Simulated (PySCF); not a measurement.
Molecular orbitals of CS

M06-2X at R = 1.531 Å; basis C x2c-TZVPPall, S x2c-TZVPPall; spin-free X2C with a Gaussian nucleus; PySCF 2.14. State: ¹Σ⁺ (singlet), closed shell. Only the outer orbitals are listed, counted within each symmetry.

| orbital | occ. | ε (eV) | on C (%) | main shells (%) |
| --- | --- | --- | --- | --- |
| 5σ | 2 | -25.29 | 32 | 61 S s, 24 C s |
| 6σ | 2 | -16.19 | 33 | 34 S p, 32 S s, 32 C s |
| 2π | 2 | -11.20 | 30 | 69 S p, 28 C p |
| 2π | 2 | -11.20 | 30 | 69 S p, 28 C p |
| 7σ | 2 | -10.15 | 80 | 42 C p, 38 C s, 21 S p |
| 3π | 0 | -1.22 | 62 | 62 C p, 30 S p |
| 3π | 0 | -1.22 | 62 | 62 C p, 30 S p |
| 8σ | 0 | 3.52 | 10 | 73 S p, 12 C p, 9 S d |

Which are the highest filled and the lowest empty level, where do they sit, and how wide is the gap?

Highest filled 7σ at -10.15 eV (in %: 42 C p, 38 C s, 21 S p); lowest empty 3π at -1.22 eV (in %: 62 C p, 30 S p); the gap at M06-2X is 8.93 eV.

| Quantity | Value |
| --- | --- |
| bond order (Mayer) | 2.54 |
| ⟨S²⟩ | 0.000 |
| charge on C (Mulliken, basis-dependent) | -0.08 |
| charge on C (Löwdin, basis-dependent) | -0.58 |
| dipole moment (positive dipole means C(−)S(+)) | 1.91 D |
